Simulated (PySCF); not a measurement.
PySCF input:

```python
from pyscf import gto, scf, dft

mol = gto.M(
    atom='''
    C    -0.00358972    0.00080934    0.26295365
    Cl   -0.00984441    1.69003269   -0.03627790
    Cl    1.46912032   -0.83620564   -0.00831232
    Cl   -1.45800895   -0.85411270   -0.04821695
    ''',
    basis='def2-tzvpd',
    charge=0,
    spin=1,
    verbose=4,
)

mf = dft.UKS(mol, xc='tpssh').density_fit(auxbasis='def2-universal-jkfit')
mf.grids.level = 3
mf.conv_tol = 1e-9
mf.max_cycle = 100
mf.max_memory = 1500
mf.kernel()
if not mf.converged:
    mf = mf.newton()
    mf.kernel(mf.make_rdm1())
for _ in range(2):
    mo, _, stable, _ = mf.stability(return_status=True)
    if stable:
        break
    mf.kernel(mf.make_rdm1(mo, mf.mo_occ))
mf.analyze()
```

Problem. Predict the final energy.

Solution. -1418.74757 Eh (TPSSh/def2-TZVPD).

It need not be the lowest isomer of its formula.
